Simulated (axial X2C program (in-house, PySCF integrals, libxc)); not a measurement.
## Worked dissociation energy of SiH⁻: CCSD(T), with spin–orbit coupling

Computed with an in-house relativistic program for diatomic molecules. Two-component (2c) means X2C with spin–orbit coupling and atomic mean-field two-electron Coulomb and Gaunt terms. Basis: Si dyall-av3z [9s8p3d2f], H dyall-av3z [7s3p2d] (cores contracted in-house); Gaussian nuclei, density fitting, unrestricted open shells. Masses: Si 27.977 u, H 1.008 u.

Molecular state: Ω = 1 (⟨Sz⟩ = 1.00, ⟨Lz⟩ = 0.00 at HF).

Correlated methods: 6 electrons correlated (number of frozen shells: Si 2 s, 1 p; H none), 150 virtual spin orbitals or spinors in MP2, 90 natural virtuals in coupled cluster.

- E(Si-) (2M_J = 3): -289.554862 hartree
- E(H) (2M_J = 1): -0.500005 hartree
- E(SiH⁻) at Re: -290.163904 hartree
- ωe: 1837.0 cm⁻¹
- ωexe: 42.5 cm⁻¹

Problem. Work out De and D0.

Solution. De = -289.554862 + (-0.500005) − (-290.163904) = 0.10904 hartree = 2.967 eV. The zero-point energy is ωe/2 − ωexe/4 = 908 cm⁻¹ = 0.113 eV, so D0 = 2.854 eV.

Occupations by symmetry block were frozen at the best pattern of an incomplete PBE0 search. Dissociation energies refer to the lowest single-determinant-based atoms at the same level and basis. Coupled cluster ran in a truncated set of natural virtual spinors; the MP2 energy of the rest was added. (T) has no such correction and the atoms are truncated less, which lowers De at CCSD(T) by a hundredth of an eV or more. PBE0 can misorder states that lie within some tenths of an eV, so this need not be the ground state of the molecule. The nearest other 2c determinant of the search, Ω = 0, lies 0.71 eV up at the distance of the search. With several unpaired electrons one determinant need not be a pure state. Open-shell Ω = 0 determinants with evenly filled partner blocks cannot be reached by this program, so the Ω shown need not be the lowest component. This is the Ω = 1 component of a π² triplet; the 0⁺ component is not one determinant and can lie lowest.

Each atomic determinant is the lowest at this level and need not be a pure J level. Totals compare only within one Hamiltonian and basis.
